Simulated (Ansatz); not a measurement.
# AlBH2 (quintet): the correlation ladder, cc-pVDZ

Aim: climb from Hartree-Fock through coupled cluster and multireference methods for AlBH2 (quintet) at one geometry and basis, and see what each rung misses.

Computed with Ansatz 0.2.0, Gaussian basis. Level: cc-pVDZ, core rule «outside noble gas», up to 6 orbitals frozen.

Plan: UHF; CCSD(T) on ROHF; CCSD(T) on UHF; BCCD(T) on ROHF; CISD; CCSDT(Q) on ROHF; CCSDT(Q) on UHF; CCSDTQ on ROHF; CCSDTQ on UHF; CASSCF and MRCISD+Q, 8 electrons in 10 orbitals; CASSCF and NEVPT2, 8 electrons in 10 orbitals.

9 further runs of the same task are left out: 3 for a known fault of the program, 6 set aside as unsound or not needed.

### 1 The system

The geometry is a PBE0/def2-TZVP stationary point (not a proven minimum) of the parent state, kept for this charge and spin.

4 atoms, charge 0, spin multiplicity 5.

Atoms are counted from 1 here; the program's logs count them from 0.

Bond lengths: B1–Al2 1.909 Å, B1–H3 1.183 Å, Al2–H4 1.571 Å. Angles: Al2–B1–H3 180.0°, B1–Al2–H4 180.0°.

### 2 UHF

The input, in.yaml:

```yaml
crystal:
  periodic: [false, false, false]
  atoms:
    - {symbol: B, position_ang: [0.000000, 0.000000, 1.051329]}
    - {symbol: Al, position_ang: [0.000000, 0.000000, -0.857484]}
    - {symbol: H, position_ang: [0.000000, 0.000000, 2.234417]}
    - {symbol: H, position_ang: [0.000000, 0.000000, -2.428262]}
basis:
  gaussian: {orbitals: cc-pVDZ}
magnetization: {spin_polarized: true, initial_magnetization: 4}
hamiltonian: {xc: hf}
output: {orbitals: {seedname: orbitals}}
```

The run is started by

```bash
$ ansatz run in.yaml --threads 1 --pin off --events-out ev --progress --plain --max-ram 2816MiB --backend cpu
```

Further steps of the session: CCSD(T) on ROHF; CCSD(T) on UHF; BCCD(T) on ROHF; CISD; CCSDT(Q) on ROHF; CCSDT(Q) on UHF; CCSDTQ on ROHF; CCSDTQ on UHF; CASSCF and MRCISD+Q, 8 electrons in 10 orbitals; CASSCF and NEVPT2, 8 electrons in 10 orbitals.

**Question.** What will the summary of the whole plan be? Wanted: UCCSDTQ below the RHF energy; RMP2 from UCCSDTQ; UMP2 from UCCSDTQ; RCCSD from UCCSDTQ; RCCSD(T) from UCCSDTQ; UCCSD(T) from UCCSDTQ; RCCSDT(Q) from UCCSDTQ; UCCSDT(Q) from UCCSDTQ; NEVPT2 valence from UCCSDTQ.

The runs gave:

| quantity | value |
| --- | --- |
| UCCSDTQ below the RHF energy | -3.9073 eV |
| RMP2 from UCCSDTQ | +26.62 kcal/mol |
| UMP2 from UCCSDTQ | +26.46 kcal/mol |
| RCCSD from UCCSDTQ | +4.68 kcal/mol |
| RCCSD(T) from UCCSDTQ | +1.49 kcal/mol |
| UCCSD(T) from UCCSDTQ | +1.47 kcal/mol |
| RCCSDT(Q) from UCCSDTQ | +0.05 kcal/mol |
| UCCSDT(Q) from UCCSDTQ | +0.01 kcal/mol |
| NEVPT2 valence from UCCSDTQ | +15.23 kcal/mol |
| MRCISD+Q valence from UCCSDTQ | +0.46 kcal/mol |
| levels within 1 kcal/mol (43 meV) | RCCSDT, UCCSDT, RCCSDT(Q), UCCSDT(Q), RCCSDTQ, MRCISD+Q valence |
| T1 diagnostic | 0.058 |
| effectively unpaired electrons | 4.04 |

RCCSD(T) lands +1.49 kcal/mol from the yardstick (1.6 % of the correlation energy). The occupations are near whole numbers, but T1 = 0.058 shows that the orbitals relax strongly. Of the multireference levels listed MRCISD+Q valence comes nearest in total energy (+0.46 kcal/mol), which doesn't show that its space is the better one. Coupled cluster took another determinant than the lowest Hartree-Fock one. These misses are within one basis, not against nature; the frozen cores of restricted and unrestricted runs differ, which can shift their rows.
